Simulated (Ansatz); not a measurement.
fcc Yb was calculated with HSE06 (Ansatz, a program for electronic structure, PAW).

Settings: plane-wave cutoff 500 eV, 8×8×8 k mesh, Fermi–Dirac smearing 0.1 eV, no spin polarisation, scalar-relativistic PAW data made under PBE.

Computed at the level's own relaxed cell.

Question: What does this level give for the volume per atom and lattice constant a?

Answer: 
- volume per atom = 43.22 Å³/atom
- lattice constant a = 5.571 Å

Measured, for comparison: equilibrium volume per atom 41.24 Å³/atom, lattice constant a 5.485 Å (293 K, no zero-point or thermal correction; as tabulated in Wikipedia's data pages). Computed (rounded) less measured: equilibrium volume per atom +4.8 %, lattice constant a +1.6 %.

Note: exact exchange on metals is sensitive to the k mesh and can open a false gap; the run warned that the count of filled bands differs between k points.

Spin–orbit coupling is not included.
